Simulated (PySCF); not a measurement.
Atom-mapped SMILES (the numbers label the heavy atoms): `[CH:1]#[C:2][CH:3]=[O:4]`. Hydrogens are named by the atom that carries them.

Geometry: PBE0-D3(BJ)/def2-TZVP; GIAO absolute shieldings from PySCF, gas phase, non-relativistic, averaged over equivalent atoms.

At KT3/pcSseg-2 (172 basis functions, 7.8 s wall time on 1 thread of an Intel Xeon 6975P-C, shared host):
```csv
atoms,σ (ppm)
C3,13.3
C2,101.7
C1,103.3
O4,-345.7
H(C3),22.07
H(C1),28.46
```

Task: What do these become at wB97X-D/pcSseg-2?

Result: 
```json
{"atoms": "C3", "σ at wB97X-D/pcSseg-2": "-2.1", "change": "-15.4"}
{"atoms": "C2", "σ at wB97X-D/pcSseg-2": "99.0", "change": "-2.7"}
{"atoms": "C1", "σ at wB97X-D/pcSseg-2": "94.7", "change": "-8.6"}
{"atoms": "O4", "σ at wB97X-D/pcSseg-2": "-419.0", "change": "-73.3"}
{"atoms": "H(C3)", "σ at wB97X-D/pcSseg-2": "22.17", "change": "+0.10"}
{"atoms": "H(C1)", "σ at wB97X-D/pcSseg-2": "28.49", "change": "+0.03"}
```

The largest change is at O4 (aldehyde oxygen). Cost: 172 basis functions, 6.6 s wall time on 1 thread of an Intel Xeon 6975P-C, shared host. The order of the carbon signals changes between the two levels.
